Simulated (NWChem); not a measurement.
**Correlation energy of S (-1)**

```
S
```
Charge -1, spin multiplicity 2.

Program: NWChem.

Basis set: aug-cc-pVDZ. Each correlation energy counts from its own Hartree-Fock reference.

The correlated methods keep 5 core orbitals frozen. The stability of the SCF solutions was not checked. Open-shell Hartree-Fock references start from PBE0 orbitals. No row is a measurement; the coupled-cluster row has its own basis-set and correlation limits.

Question: One of these methods gave a correlation energy of -147.7 mHa. Which?
A) CCSD on UHF
B) CCSD on ROHF
C) UMP2
D) CCSD[T] on ROHF

Answer: D, CCSD[T] on ROHF. The others give -143.4 (CCSD on ROHF), -122.0 (UMP2), -139.6 (CCSD on UHF).
